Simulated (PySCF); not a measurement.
## CCSD(T) against full CI for several species

Each species is computed at the geometry given (Å), with frozen cores, in PySCF 2.14.0: RHF-CCSD(T) for singlets, UHF-CCSD(T) otherwise, and full CI in the same basis. The script picks the determinant by a search with trial CCSD, so it needn't be the lowest Hartree–Fock solution. States: HCAl singlet A', Si–BH2⁺ quintet A2, SiH2 triplet B1. Cases whose determinant has another symmetry than full CI's state, or lies over 0.5 eV above the lowest of its kind, whose (Q) step broke down or whose higher cluster runs on it stay over 0.1 eV above full CI weren't drawn.

**Question.** Judging by size, spin and bonding, rank them by the size of CCSD(T)'s error in total energy against full CI in the same basis, smallest first (an estimate).
A. Si–BH$_{2}$⁺, quintet, 6-31G: Si 0.000 0.000 0.650; B 0.000 0.000 -1.343; H 0.000 -1.076 -1.854; H 0.000 1.076 -1.854
B. SiH$_{2}$, triplet, 6-31G*: Si 0.000 0.000 0.051; H 0.000 1.272 -0.708; H 0.000 -1.272 -0.708
C. HCAl, singlet, 6-31G: Al 0.000 0.067 1.228; C 0.000 -0.247 -2.418; H 0.000 1.161 -4.067

**Answer.** B (14.4 meV), A (25.6 meV), C (361.1 meV).

| species | basis | correlated electrons | CCSD(T) − full CI (meV) | CCSDT(Q) − full CI (meV) | unpaired electrons (full CI) | T1 | ⟨S²⟩ of the determinant |
| --- | --- | --- | --- | --- | --- | --- | --- |
| SiH2, triplet | 6-31G* | 6 | 14.4 | – | 2.02 | 0.016 | 2.01 |
| Si–BH2⁺, quintet | 6-31G | 8 | 25.6 | – | 4.02 | 0.034 | 6.01 |
| HCAl, singlet | 6-31G | 8 | -361.1 | – | 2.02 | 0.139 | 0.00 |

Unpaired electrons are Σ n²(2−n)² over natural occupations; an open shell counts its own unpaired electrons too. Frozen cores follow each run's orbitals, which moves totals by a few meV. No single determinant describes HCAl, singlet well, by full CI's occupations. For HCAl, singlet (T) overshoots full CI. A dash: (Q) wasn't run for open shells.
